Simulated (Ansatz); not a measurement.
Geometry optimisation, RHF/def2-SVP (Ansatz 0.2.0).

input.yaml

```yaml
crystal:
  periodic: [false, false, false]
  atoms:
    - { symbol: B, position_ang: [-0.08955, 0.294238, 0.015459] }
    - { symbol: H, position_ang: [-0.14525, 0.236803, 1.210231] }
    - { symbol: H, position_ang: [0.960567, 0.59784, -0.478535] }
    - { symbol: C, position_ang: [-1.400787, 0.159583, -0.845943] }
    - { symbol: H, position_ang: [-2.153355, -0.49423, -0.402641] }
    - { symbol: H, position_ang: [-1.843356, 1.165204, -0.88755] }
    - { symbol: H, position_ang: [-1.214011, -0.148067, -1.874842] }
    - { symbol: O, position_ang: [0.3474, -2.203117, 0.621857] }
    - { symbol: H, position_ang: [-0.449179, -2.691129, 0.47243] }
    - { symbol: H, position_ang: [0.147321, -1.604623, 1.358033] }
basis:
  gaussian: { orbitals: def2-SVP }
hamiltonian:
  xc: hf
relax:
  f_tol: 0.03
  max_steps: 50
```

Command:

```bash
$ ansatz run input.yaml --threads 1 --pin off --max-ram 2048MiB --backend cpu --events-out ev --progress --plain --runs-dir out
```

**Question.** Where does it end, and by what steps?

**Answer.** The forces met the threshold. The force dipped under the threshold on the way, but the program's further checks kept it going. After 28 steps the energy has fallen by 0.227 eV; H10 moved furthest, 0.92 Å.

```csv
step,energy less start (eV),largest force component (eV/Å),accepted
0,0.0000,1.069,yes
1,-0.0549,1.571,yes
2,-0.0903,0.396,yes
3,-0.1155,0.293,yes
4,-0.1210,0.809,yes
5,-0.1225,0.803,yes
6,-0.0698,2.502,no
7,-0.1488,0.181,yes
8,-0.1513,0.221,yes
9,-0.1675,0.262,yes
10,-0.1811,0.909,yes
11,-0.1913,0.515,yes
12,-0.2020,0.262,yes
13,-0.2068,0.136,yes
14,-0.2090,0.196,yes
15,-0.1945,1.008,no
16,-0.2145,0.033,yes
17,-0.2141,0.504,no
18,-0.2170,0.032,yes
19,-0.2191,0.114,yes
20,-0.2204,0.275,yes
21,-0.2249,0.038,yes
22,-0.2261,0.008,yes
23,-0.2115,0.840,no
24,-0.2263,0.038,yes
25,-0.2263,0.086,no
26,-0.2265,0.013,yes
27,-0.2266,0.037,yes
28,-0.2266,0.013,yes
```

```xyz
10
Properties=species:S:1:pos:R:3
B -0.192 0.040 0.177
H -0.440 0.344 1.326
H 0.920 0.327 -0.206
C -1.389 0.095 -0.879
H -2.314 -0.367 -0.515
H -1.624 1.147 -1.074
H -1.134 -0.362 -1.838
O 0.086 -1.788 0.406
H -0.628 -2.194 0.881
H 0.876 -1.931 0.911
```

Whether the end is a true minimum wasn't checked by a vibrational analysis.

Time of the run: 36 s on 1 thread of Arm Neoverse V1, with other jobs on the host, peak memory 0.13 GiB.
